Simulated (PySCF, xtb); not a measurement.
CN, SMILES [C]#N (connectivity only; charge and spin as stated), charge -1, multiplicity 1.

GFN2-xTB run with xtb at its own geometry gives an orbital gap of 4.43 eV.

Coordinates come from a PBE0-D3(BJ)/def2-TZVPD optimisation.

### Question
What does PBE0/def2-TZVPD in PySCF give? (An estimate is asked for; the answer gives what the named calculation found.)

### Answer
gap 7.23 eV (levels -1.33 and 5.90 eV).
